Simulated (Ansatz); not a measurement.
A nudged elastic band was laid between two geometries of Al2H6O (9 atoms, charge 0, multiplicity 1).

All numbers below come from RKS revPBE-D4/def2-SVP (Ansatz).

- movable images: 9
- climbing image: yes
- spring: 5.0 eV/Å²
- optimiser: quadratic models (default)
- start path: through a guess of the saddle point
- force threshold: 0.05 eV/Å
- iteration limit: 59
- end points: relaxed

Image 0:

```xyz
9
Properties=species:S:1:pos:R:3
Al 0.130 -0.251 0.206
H -0.903 0.744 0.911
H 1.551 0.167 -0.383
H -0.716 -1.207 -1.012
O 0.172 -1.923 1.087
Al -0.849 -2.792 -0.247
H 0.012 -3.830 -1.098
H -2.355 -3.020 0.235
H 0.187 -2.097 2.042
```

Image 10:

```xyz
9
Properties=species:S:1:pos:R:3
Al -0.078 -0.262 -0.305
H 0.394 0.044 2.123
H 1.430 0.150 -0.631
H -1.254 0.804 -0.129
O -0.480 -1.941 -0.285
Al -0.897 -3.607 -0.347
H -0.824 -4.447 1.011
H -1.337 -4.239 -1.747
H 0.274 -0.711 2.051
```

Q: Which bonds break or form, and what moves?

A: Bonds broken: Al1–H2, Al1–Al6, O5–H9. Bonds formed: H2–H9. Al2H6O becomes Al2H4O + H2.

Q: Give the energies along the band, and the barrier.

A: It converged. The highest image is number 4 of 0 to 10, 1.46 eV above the first end and 1.00 eV above the last; the last end lies 0.46 eV above the first. Beside the main top the profile has a ripple of under 15 meV (maxima at images 4, 7), which may be a very shallow well or noise. A vibrational analysis at the climbing image gives 2 clearly imaginary modes (1015i, 166i cm⁻¹): a point of higher order, so a lower path passes nearby. The orbitals stay closed-shell, which can raise the energy where a bond breaks towards radicals; this wasn't checked here.

```csv
image,path coordinate (Å),energy (eV),Al1–H2 (Å),Al1–Al6 (Å),O5–H9 (Å)
0,0.00,0.00,1.60,2.76,0.97
1,1.18,0.21,1.60,2.80,0.97
2,2.36,0.93,1.62,3.32,0.98
3,3.55,1.10,1.63,3.68,0.98
4,4.71,1.46,1.77,3.62,1.19
5,5.67,0.56,2.32,3.45,2.26
6,6.62,0.50,2.48,3.44,2.74
7,7.58,0.52,2.42,3.45,2.92
8,8.54,0.50,2.40,3.44,3.00
9,9.51,0.47,2.42,3.44,2.97
10,10.47,0.46,2.49,3.44,2.75
```

Q: What is the geometry of the highest image?

A: 
```xyz
9
Properties=species:S:1:pos:R:3
Al 0.140 -0.019 -0.027
H -0.139 -0.189 1.708
H 1.686 0.208 -0.359
H -1.043 0.792 -0.733
O -0.305 -1.859 0.270
Al -0.796 -3.514 -0.047
H 0.352 -4.613 -0.142
H -2.355 -3.805 -0.201
H -0.312 -1.211 1.272
```

Time of the run: 8.5 min on 1 thread of AMD EPYC 7R43 64-Core Processor (Zen 3) (shared host), peak memory 0.16 GiB.
